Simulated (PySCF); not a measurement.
**Nuclear quadrupole coupling in `C=PCC(C)=O`**

Species: C4H7OP.
Atom-mapped SMILES: `[CH2:1]=[P:2][CH2:3][C:4]([CH3:5])=[O:6]` (hydrogens: H7, H8 on C1; H9, H10 on C3; H11, H12, H13 on C5)

Structure used (GFN2-xTB), in Å, numbered top down from 1:
```xyz
13
C4H7OP angstrom
C      2.1615   -0.8184   -0.4796
P      1.4694   -0.2385    0.9145
C      0.2692    1.0483    0.2114
C     -0.6636    0.3316   -0.7157
C     -1.8279   -0.3373   -0.0314
O     -0.4652    0.2579   -1.9040
H      1.8841   -0.4884   -1.4680
H      2.9155   -1.5848   -0.4210
H      0.8537    1.7986   -0.3227
H     -0.2598    1.5064    1.0471
H     -2.3509   -0.9889   -0.7262
H     -1.4732   -0.9096    0.8249
H     -2.5173    0.4237    0.3304
```

Field gradients from the PBE0/pcSseg-1 density (PySCF, non-relativistic), principal values in atomic units, ordered |Vxx| ≤ |Vyy| ≤ |Vzz|:

| atom | Vxx | Vyy | Vzz |
| --- | --- | --- | --- |
| O6 | 0.5629 | 1.4045 | -1.9674 |

Q: Find the asymmetry η = (Vxx − Vyy)/Vzz and the couplings χ = eQV/h (234.96 MHz × Q in barn × V in au), with Q(17O) = −0.0256 b.

A: 
```
atom    environment  nucleus     η  χzz (MHz)  χxx (MHz)  χyy (MHz)
  O6  ketone oxygen      17O  0.43      11.83      -3.39      -8.45
```

The tensor is traceless: Vxx + Vyy + Vzz = 0.

Q: What is Vzz at O6 in SI units (1 au = 9.71736 × 10²¹ V/m²)?

A: -1.9674 au = -19.118 × 10²¹ V/m².

Q: And the gradient at the other heavy atoms, for which no coupling is worked out here?

A: 
```tsv
atom	environment	Vzz (au)	η
C1	carbon bonded to P and 2 H	0.413	0.04
P2	phosphorus bonded to 2 C	-1.437	0.20
C3	sp3 carbon bound to phosphorus	0.088	0.72
C4	ketone carbonyl carbon	0.540	0.07
C5	methyl carbon next to a carbonyl	-0.062	0.62
```

Q: What couplings would deuterons (Q(2H) = 0.00286 b) have in place of the hydrogens, at this geometry?

A: 
```json
{"atom": "H7", "bonded to": "C1", "bond length (Å)": "1.078", "Vzz (au)": "0.3292", "η": "0.03", "χzz (kHz)": "221"}
{"atom": "H8", "bonded to": "C1", "bond length (Å)": "1.077", "Vzz (au)": "0.3407", "η": "0.03", "χzz (kHz)": "229"}
{"atom": "H9", "bonded to": "C3", "bond length (Å)": "1.091", "Vzz (au)": "0.3076", "η": "0.01", "χzz (kHz)": "207"}
{"atom": "H10", "bonded to": "C3", "bond length (Å)": "1.090", "Vzz (au)": "0.3081", "η": "0.03", "χzz (kHz)": "207"}
{"atom": "H11", "bonded to": "C5", "bond length (Å)": "1.087", "Vzz (au)": "0.3133", "η": "0.01", "χzz (kHz)": "211"}
{"atom": "H12", "bonded to": "C5", "bond length (Å)": "1.089", "Vzz (au)": "0.3087", "η": "0.04", "χzz (kHz)": "207"}
{"atom": "H13", "bonded to": "C5", "bond length (Å)": "1.089", "Vzz (au)": "0.3128", "η": "0.03", "χzz (kHz)": "210"}
```

One conformer (not necessarily the lowest) at the GFN2-xTB geometry, without solvent, vibrations or thermal averaging. GFN2-xTB bond lengths can be off by several hundredths of an ångström, more for odd bonds, and the gradients follow them. These gradients aren't converged with respect to the basis.

The run behind these numbers computed NMR shieldings as well. Rough CPU time on one thread of a shared machine: about 40 s.
